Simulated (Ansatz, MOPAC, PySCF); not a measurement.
Ligands exchanged one at a time, Al Cl-CH3. Gas-phase values, no solvent. Strings in code marks are SMILES.

Quantity: redistribution energy (mixed species minus the weighted end members), in kcal/mol. Semi-empirical values (MOPAC) are differences of heats of formation.

Level 1: frozen-core CCSD(T)/cc-pVTZ // B3LYP-D3(BJ)/def2-TZVP (Ansatz, a first-principles code)
Level 2: B3LYP/LANL2DZ // B3LYP-D3(BJ)/def2-TZVP (PySCF)
Level 3: PBE/6-31G* // B3LYP-D3(BJ)/def2-TZVP (PySCF)
Level 4: PM7 // B3LYP-D3(BJ)/def2-TZVP (MOPAC)

```tsv
species	level 2	level 3	level 4
2 of 3 Cl replaced by CH3: `[CH3][Al]([Cl])[CH3]`	-8.88	-5.29	1.49
1 of 3 Cl replaced by CH3: `[CH3][Al]([Cl])[Cl]`	-8.95	-5.43	1.89
```

Task: What does level 1 give for each?

Result: 
- 2 of 3 Cl replaced by CH3: `[CH3][Al]([Cl])[CH3]`: -4.21
- 1 of 3 Cl replaced by CH3: `[CH3][Al]([Cl])[Cl]`: -4.37
